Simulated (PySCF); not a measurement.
# Ionisation energy of Ar by level of theory

Ar [Ar] (1S) → Ar⁺ [Ne] 3s2 3p5 (2P), as a difference of total energies. Calculation: PySCF 2.14, in x2c-SVPall (4s3p1d, 18 functions); scalar relativity by spin-free X2C-1e. Correlated levels: valence: [Ne] frozen. The calculations carry no spin-orbit coupling.

| method | ionisation energy (eV) | error (eV) |
| --- | --- | --- |
| UHF | 14.589 | -1.230 |
| M06-L | 16.017 | +0.198 |
| B3LYP | 15.610 | -0.209 |
| MP2 (valence) | 15.325 | -0.494 |
| SCS-MP2 (valence) | 15.237 | -0.582 |
| CCSD (valence) | 15.185 | -0.634 |
| CCSD(T) (valence) | 15.180 | -0.639 |

Reference: 15.819 eV (measured; NIST levels, between the centres of gravity of the two terms).

Errors of the correlated levels include the incompleteness of this basis and the frozen core.
